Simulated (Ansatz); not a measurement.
CH3AlO, SMILES [CH2]1[O][AlH]1, an active-space calculation

With Ansatz 0.2.0, Python API.

Interactive session:
```pycon
>>> import ansatz as az
>>> BASIS = "def2-SVP"
>>> geometry_ang = [
...     ("C", (0.024, -0.3975, -0.6701)),
...     ("O", (0.2596, -1.2137, 0.3944)),
...     ("Al", (-0.2896, 0.45, 1.0353)),
...     ("H", (-0.8522, -0.678, -1.2373)),
...     ("H", (0.8949, -0.1198, -1.2755)),
...     ("H", (0.0053, 1.895, 1.707)),
... ]
>>> system = az.Crystal.molecule()
>>> for symbol, xyz in geometry_ang:
...     system = system.atom(symbol, xyz)
...
>>> calculation = (
...     system.calculation()
...     .basis(gaussian=BASIS)
...     .correlation(active_electrons=4, active_orbitals=4)
... )
>>> for method in ["sc_nevpt2"]:
...     data = (calculation if method is None else calculation.correlation(method)).run(threads=1, pin="off").report
...     space = data["configurations"]
...     state = space["states"][0]
...     print(method or "casscf", f"total {data['free_energy_ev'] / 27.211386246:.6f} Ha, active-space state {state['energy']['hartree']:.6f} Ha, mean field {data['reference_energy_ev'] / 27.211386246:.6f} Ha")
...     print("  determinants", state["n_determinants"], " natural occupations", [round(n, 3) for n in space["natural_occupations"]])
...
RunWarning: the results are in doubt because another end's mean lies 0.378 eV lower, and its corrected mean 0.263 eV higher
sc_nevpt2 total -356.522431 Ha, active-space state -356.174683 Ha, mean field -356.133582 Ha
  determinants 36  natural occupations [1.973, 1.949, 0.048, 0.03]
```

Reading the output:
- Total energies depend on the basis set; only differences at equal settings carry meaning.
- Warnings are shown shortened and without file and line.
- The geometry is a force-field or estimated start, not a minimum of this method, and the basis set is short of its limit. The active space starts as a window about the frontier orbitals and is then optimised, not chosen by chemistry.
- A lower CASSCF solution was found and passed over, so the printed active-space state isn't the lowest.
- Hardware and time: 5.2 s on 1 thread of Arm Neoverse V1, on a shared host, peak memory 0.16 GiB.

(Lines on the test bed's own set-up are left out of the output.)
